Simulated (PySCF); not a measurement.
# A small calculation by hand: entropy of an ideal gas

methylamine (CH₅N), SMILES NC.

The structure is a stationary point at B3LYP-D3(BJ)/def2-TZVP.

PySCF with B3LYP-D3(BJ)/def2-TZVP gives the harmonic wavenumbers 303, 830, 976, 1057, 1169, 1347, 1460, 1497, 1518, 1666, 2965, 3059, 3094, 3490, 3565 cm⁻¹ and the rotational temperatures 4.9898, 1.0935, 1.0501 K. The molar mass is 31.06 g/mol, the symmetry number 1, the spin multiplicity 1.

Question: Work out the entropy at 298.15 K and 1 atm in the rigid-rotor, harmonic-oscillator model.

Answer: 
Translation (Sackur–Tetrode at 1 atm): S = R[1.5 ln M + 2.5 ln T − 1.16487] = 151.6 J/(mol K).
Rotation: q = (√π/σ) T^1.5/√(θA θB θC) = 3810, S = R[ln q + 3/2] = 81.0 J/(mol K).
Vibration: with u = 1.4388 ν/T, each mode gives R[u/(e^u − 1) − ln(1 − e^−u)]:
```json
[
 {"ν (cm⁻¹)": "303", "modes": "1", "u": "1.46", "S (J/(mol K))": "5.86"},
 {"ν (cm⁻¹)": "830", "modes": "1", "u": "4.01", "S (J/(mol K))": "0.77"},
 {"ν (cm⁻¹)": "976", "modes": "1", "u": "4.71", "S (J/(mol K))": "0.43"},
 {"ν (cm⁻¹)": "1057", "modes": "1", "u": "5.10", "S (J/(mol K))": "0.31"},
 {"ν (cm⁻¹)": "1169", "modes": "1", "u": "5.64", "S (J/(mol K))": "0.20"},
 {"ν (cm⁻¹)": "1347", "modes": "1", "u": "6.50", "S (J/(mol K))": "0.09"},
 {"ν (cm⁻¹)": "1460", "modes": "1", "u": "7.05", "S (J/(mol K))": "0.06"},
 {"ν (cm⁻¹)": "1497", "modes": "1", "u": "7.22", "S (J/(mol K))": "0.05"},
 {"ν (cm⁻¹)": "1518", "modes": "1", "u": "7.33", "S (J/(mol K))": "0.05"},
 {"ν (cm⁻¹)": "1666", "modes": "1", "u": "8.04", "S (J/(mol K))": "0.02"}
]
```
The stiffer modes add less than 0.005 each. Sum 7.8 J/(mol K).
Spin: R ln 1 = 0.0 J/(mol K).
Total 240.5 J/(mol K); the program's own thermochemistry gives 240.5. Translation makes up 63 % and vibration 3 %. Anharmonicity, hindered rotation and orbital degeneracy are left out.
